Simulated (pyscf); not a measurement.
Thermochemistry of product channels of O=Nb(Cl)(Cl)–Cl + H• on the doublet surface, in kcal/mol, from ωB97M-D3(BJ)/def2-TZVP energies (ideal gas, 1 atm, RRHO with modes under 100 cm⁻¹ raised to 100, one conformer, R ln 2 for chiral ones without a mode under 150 cm⁻¹). Single points on ωB97X-D3(BJ)/def2-SVP structures (PySCF, gas phase).

```tsv
products	ΔE	ΔH(298 K)	ΔG(600 K)	ΔG(900 K)
O=NbH(Cl)–Cl + Cl•	+32.5	+35.1	+32.0	+31.0
[HO–Nb(Cl)(Cl)–Cl]•	-42.8	-37.8	-26.7	-21.0
```

These are energies of the channels, which say nothing of barriers. Left out: orbital degeneracy and the spin-orbit lowering of Cl. Open-shell species with a d-block atom are single-reference here; other states, and whether the spin sits on metal or ligand, were not checked. Elements past Kr carry the def2 core potentials, without spin-orbit coupling.
